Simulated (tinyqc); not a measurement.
Pariser-Parr-Pople SCF with singles CI, for the molecule c1cc[nH]c1 (SMILES; centres numbered as the heavy atoms are written), step by step. One step of it, computed by the program tinyqc.

Question. Iteration 1: orbitals and new P. Diagonalise F (the basis is taken as orthonormal) and form P = 2 sum c c over the lowest orbitals; 0.5 of the old P is kept.

F (eV), order 1C, 2C, 3C, 4N, 5C:
$$\begin{pmatrix}
-5.783032 & -3.694633 & -0.108553 & 0.424897 & -4.451126 \\
-3.694633 & -5.782490 & -4.451501 & 0.424872 & -0.108697 \\
-0.108553 & -4.451501 & -5.856781 & -3.055060 & 0.871914 \\
0.424897 & 0.424872 & -3.055060 & -6.990102 & -3.055407 \\
-4.451126 & -0.108697 & 0.871914 & -3.055407 & -5.856647
\end{pmatrix}$$

pi electrons, sum of z_r less the charge = 6

P at the start, order 1C, 2C, 3C, 4N, 5C:
$$\begin{pmatrix}
0.871801 & 0.518382 & 0.056167 & -0.202444 & 0.818967 \\
0.518382 & 0.871525 & 0.818915 & -0.202454 & 0.056258 \\
0.056167 & 0.818915 & 1.195717 & 0.290428 & -0.451188 \\
-0.202444 & -0.202454 & 0.290428 & 1.865611 & 0.290513 \\
0.818967 & 0.056258 & -0.451188 & 0.290513 & 1.195346
\end{pmatrix}$$

Give: orbital energies; P after iteration 1.

Answer.

orbital energies (eV): [-13.0045, -9.3320, -8.6044, 0.1566, 0.5153]

P after iteration 1, order 1C, 2C, 3C, 4N, 5C:
$$\begin{pmatrix}
0.9897 & 0.5486 & -0.0399 & -0.2410 & 0.7825 \\
0.5486 & 0.9895 & 0.7825 & -0.2410 & -0.0398 \\
-0.0399 & 0.7825 & 1.1687 & 0.4173 & -0.3904 \\
-0.2410 & -0.2410 & 0.4173 & 1.6836 & 0.4174 \\
0.7825 & -0.0398 & -0.3904 & 0.4174 & 1.1685
\end{pmatrix}$$
